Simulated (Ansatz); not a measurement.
Basis-set extrapolation for C₂N₂, SMILES `[C-]#[N+][N+]#[C-]` (PBE0-D4/def2-TZVP geometry, frozen core, Ansatz). Multiplicity 1, RHF reference.

```tsv
	def2-TZVPP	def2-QZVPP
HF	-184.555010	-184.561924
MP2 correlation	-0.641816	-0.685664
CCSD(T) correlation	-0.686259	-0.725423
```

Energies in hartree. Use E(X) = E(∞) + A·exp(−7.88·√X) for Hartree–Fock and E(X) = E(∞) + B·X^(−2.97) for correlation, with X = 3 and 4.

**Question.** What is the CCSD(T) energy at the basis-set limit?

**Answer.** HF limit: -184.561924 + (-0.006914) × 0.13774 = -184.56288. Correlation limit: -0.725423 + (-0.039164) × 0.74074 = -0.75443. Total: -185.31731 hartree, 2.07 eV below CCSD(T)/def2-TZVPP.
